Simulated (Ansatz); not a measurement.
**Cubic perovskite BaTiO3 (cubic high-temperature phase): lattice constant a by level of theory**

No measured value is used here.

```
level (code)     value (Å)
---------------  ---------
LDA (Ansatz)         3.935
PBE (Ansatz)         4.019
PBE-D4 (Ansatz)      3.996
PBE0 (Ansatz)          [?]
```

Task: Fill in the missing entries.

Result: 
- PBE0 (Ansatz, a quantum-chemistry and plane-wave program), value (Å): 3.977

LDA, PBE, PBE-D4, PBE0: the relaxation could not lower the start's symmetry, so the cell can be a saddle point above a distorted one. Cutoffs and k meshes differ between the levels. Ansatz's density-functional and Hartree–Fock values are scalar-relativistic unless marked +SOC, with PAW data made under PBE.
